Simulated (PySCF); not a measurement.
Compound: C4H9O (doublet state).
Cartesian coordinates in Å at the GFN2-xTB level; atoms count from 1:
```xyz
14
C4H9O angstrom
C      1.9965   -0.1246   -0.0411
O      0.8144   -0.7768   -0.4094
C     -0.3806   -0.0875   -0.2816
C     -0.5158    1.0797    0.6335
C     -1.5683   -0.9242   -0.6084
H      2.1539    0.7892   -0.6262
H      2.8046   -0.8251   -0.2496
H      2.0075    0.1303    1.0240
H      0.2063    1.8644    0.4044
H     -1.5153    1.4928    0.5261
H     -0.3797    0.8044    1.6891
H     -2.3276   -0.3297   -1.1168
H     -1.2641   -1.7422   -1.2554
H     -2.0324   -1.3510    0.2892
```

The hyperfine couplings belong to this conformer and change with its torsions.

The species is `CO[C](C)C` [radical].

Computed, not measured: UKS B3LYP, pcH-1 on C H O, non-relativistic, mean-field spin-orbit, GIAO in PySCF 2.14.0. The structure is a single GFN2-xTB conformer in the gas phase; no vibrational or solvent corrections. The geometry wasn't refined by DFT: couplings that depend on bond lengths, twists or pyramidal angles can differ widely from those at the functional's own minimum. No stability test was run, so a lower SCF solution isn't excluded.

Principal values of hyperfine tensors in MHz (contact and dipolar terms together), for some of the nuclei:

```tsv
atom	isotope	A1	A2	A3
C3	13C	75.79	77.17	306.35
H11	1H	117.84	118.87	129.47
H14	1H	107.12	108.34	118.87
H12	1H	45.45	46.22	60.69
O2	17O	-78.63	6.41	9.50
C5	13C	-21.31	-20.38	-16.26
H6	1H	13.68	14.06	24.47
C4	13C	-16.58	-15.57	-10.61
```

(1) Give the isotropic coupling of each nucleus in MHz and in mT (g = 2.0032), and the anisotropic part.

(2) What spin density at the nucleus of H6 lies behind its contact coupling (g_N = 5.58569)?

(3) H9 (1H, g_N = 5.58569) isn't in the table. Its spin density at the nucleus is 0.0121 bohr⁻³. What is its contact coupling?

(4) Which nucleus of the table has the largest anisotropic coupling, and what is its form?

(5) What first-order splitting does H14 cause when the field lies along A1, A2 or A3 of its tensor (g taken as isotropic, no quadrupole term)?

Results:

(1) a_iso is a third of the trace, T = A − a_iso, and a(mT) = a(MHz)/(g × 13.996).

```tsv
atom	a_iso (MHz)	a_iso (mT)	T1	T2	T3
C3	153.10	5.461	-77.31	-75.93	153.24
H11	122.06	4.354	-4.22	-3.19	7.41
H14	111.44	3.975	-4.32	-3.10	7.43
H12	50.78	1.811	-5.34	-4.57	9.90
O2	-20.91	-0.746	-57.73	27.32	30.41
C5	-19.32	-0.689	-2.00	-1.06	3.05
H6	17.40	0.621	-3.73	-3.34	7.07
C4	-14.26	-0.508	-2.33	-1.32	3.65
```

(2) a_FC = 800.24 MHz bohr³ × g_N × ρ(0)/(2S). With a_FC = 17.40 MHz and 2S = 1, ρ(0) = 0.003894 bohr⁻³. In magnitude that is 1.2 % of the 1/π = 0.318 of a free hydrogen atom.

(3) By the same relation, a_FC = 54.1 MHz. Its full tensor has the principal values 48.81, 49.67, 63.75 MHz.

(4) C3: -77.3, -75.9, 153.2 MHz, axial, in the ratio −1:−1:+2, the form that spin in one p orbital centred on that nucleus gives.

(5) 2 lines (I = 1/2), spaced by |A_i|/(g × 13.996): 3.82, 3.86, 4.24 mT along the axes of A1, A2 and A3.
